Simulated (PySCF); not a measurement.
AlH3SO, singlet: a relaxation.

The script, run.py:

```python
import json, numpy as np
from pyscf import gto, scf, dft, mp, cc
EV, BOHR = 27.211386245988, 0.529177210903
mol = gto.M(atom="""
Al -0.229069 -0.004895 -0.056477
H 1.335607 0.073739 -0.119315
S -0.314954 -0.391438 -2.108266
H 0.886730 -0.180672 -1.328972
O -1.111218 0.174988 1.391920
H -0.567097 0.328278 2.221110
""", basis="def2-tzvp", charge=0, spin=0, max_memory=8670, verbose=0)
def mean_field(mol, dm=None):
    mf = dft.RKS(mol, xc="pbe0").density_fit()
    mf.conv_tol = 1e-9; mf.grids.level = 4
    mf.kernel(dm0=dm)
    if not mf.converged: mf = mf.newton().run(mf.mo_coeff, mf.mo_occ)
    assert mf.converged
    return mf
def d4(mol):
    from pyscf.dispersion.dftd4 import DFTD4Dispersion
    real = gto.M(atom=[(mol.atom_pure_symbol(i), mol.atom_coord(i)) for i in range(6)], unit='B', charge=mol.charge, spin=None, basis='def2-svp', verbose=0)
    r = DFTD4Dispersion(real, xc="pbe0", atm=True).get_dispersion(grad=True); return r["energy"], r["gradient"]
def energy_and_gradient(mol, dm=None):
    mf = mean_field(mol, dm); e, g = d4(mol)
    return mf, (mf.e_tot + e) * EV, (mf.nuc_grad_method().kernel()[:6] + g) * EV / BOHR
out = {}
# rational-function steps on a BFGS-updated Hessian; the first Hessian (eV/A^2) comes from GFN2-xTB
H = np.load("h0.npy"); x = mol.atom_coords(unit="A").ravel(); dm = old = None; trust = 0.2; steps = []
for it in range(90):
    mol.set_geom_(x.reshape(-1, 3), unit="A"); mf, e, g = energy_and_gradient(mol, dm); g = g.ravel(); dm = mf.make_rdm1()
    print(f"relax step {it + 1}: E = {e:.6f} eV, largest force component {abs(g).max():.4f} eV/A", flush=True); steps.append([e, x.reshape(-1, 3).tolist(), (-g).reshape(-1, 3).tolist()])
    if abs(g).max() < 0.008: out['converged'] = True; break
    if old is not None:
        s, z = x - old[0], g - old[1]
        if s @ z > 1e-8: H = H + np.outer(z, z) / (s @ z) - np.outer(H @ s, H @ s) / (s @ H @ s)
        trust = max(0.03, trust / 2) if e > old[2] + 1e-4 else min(0.35, trust * 1.3)
    w, V = np.linalg.eigh(H); w = np.maximum(abs(w), 0.08); f = V.T @ g; M = np.diag(np.append(w, 0.0)); M[-1, :-1] = M[:-1, -1] = f
    dx = V @ (-f / (w - np.linalg.eigvalsh(M)[0])); big = np.linalg.norm(dx.reshape(-1, 3), axis=1).max(); dx *= min(1, trust / big)
    old = (x, g, e); x = x + dx
out.update(energy=e, forces=steps[-1][2], positions=steps[-1][1], steps=steps)
out['s2'] = mf.spin_square()[0]; out['nelec'] = mol.nelec
print(f"Total energy {out['energy']:.6f} eV, <S^2> {out['s2']:.4f}")
json.dump(out, open("out.json", "w"), default=float)
```

Command:

```bash
OMP_NUM_THREADS=4 python run.py
```

It printed (PySCF 2.14):

```
relax step 1: E = -19521.864669 eV, largest force component 2.1045 eV/A
relax step 2: E = -19522.409677 eV, largest force component 1.0913 eV/A
relax step 3: E = -19522.804081 eV, largest force component 1.7318 eV/A
relax step 4: E = -19523.073207 eV, largest force component 1.8227 eV/A
relax step 5: E = -19523.135715 eV, largest force component 1.3148 eV/A
relax step 6: E = -19523.159129 eV, largest force component 1.6116 eV/A
relax step 7: E = -19523.185672 eV, largest force component 1.1628 eV/A
relax step 8: E = -19523.206145 eV, largest force component 1.1469 eV/A
relax step 9: E = -19523.092674 eV, largest force component 1.9192 eV/A
relax step 10: E = -19523.218971 eV, largest force component 0.9939 eV/A
relax step 11: E = -19523.174462 eV, largest force component 2.2936 eV/A
relax step 12: E = -19523.246972 eV, largest force component 0.1816 eV/A
relax step 13: E = -19523.252100 eV, largest force component 0.2049 eV/A
relax step 14: E = -19523.255466 eV, largest force component 0.2438 eV/A
relax step 15: E = -19523.256848 eV, largest force component 0.1184 eV/A
relax step 16: E = -19523.257532 eV, largest force component 0.0250 eV/A
relax step 17: E = -19523.257669 eV, largest force component 0.0257 eV/A
relax step 18: E = -19523.257743 eV, largest force component 0.0195 eV/A
relax step 19: E = -19523.257765 eV, largest force component 0.0198 eV/A
relax step 20: E = -19523.257772 eV, largest force component 0.0060 eV/A
Total energy -19523.257772 eV, <S^2> 0.0000
```

Hardware: 4 CPU threads of an Arm Neoverse V2, shared host. Wall time 81 s; peak host memory 1.2 GiB.
